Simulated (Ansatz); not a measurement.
A made-up structure of C2H3S, doublet:

| atom | x (Å) | y (Å) | z (Å) |
| --- | --- | --- | --- |
| C1 | -0.2972 | 0.3312 | -0.2598 |
| C2 | 0.4315 | -0.8683 | 0.1469 |
| S3 | 0.1873 | 0.0396 | 1.4491 |
| H4 | -1.3612 | 0.0913 | -0.3539 |
| H5 | 0.0329 | 0.6311 | -1.2596 |
| H6 | -0.1739 | 1.1727 | 0.4316 |

It is relaxed with PBE-D4/def2-SVP and then PBE0-D4/def2-TZVP (Ansatz 0.2.0). Atoms count as bonded within 1.22 times the sum of their covalent radii (H–H: 0.88 Å). The end point is not checked to be a true minimum.

Task: Does its bonding change? (Judge from chemistry; the calculation decides.)

Result: The calculation gives: Yes. Formed: none; broken: C1–S3, S3–H6.

Where it ends: The first stage lowers the energy by 5.34 eV in 14 steps. It ends as C₂H₃S ([CH3][C][S]):
C1  (-0.423, 0.462, -0.376)
C2  (0.183, -0.535, 0.503)
S3  (0.821, -0.636, 1.924)
H4  (-1.434, 0.139, -0.646)
H5  (0.140, 0.503, -1.314)
H6  (-0.468, 1.465, 0.064)
(Å)

Labels in which every atom is bracketed show which atoms are joined, not bond orders.

For scale, one of the runs: PBE0-D4/def2-TZVP relaxation, 117 basis functions, launched by `ansatz run in.yaml --threads 2 --pin off --events-out ev --progress --plain --max-ram 4352MiB`. The run took about 18 s on 2 CPU threads of an Arm Neoverse V1 (shared host).
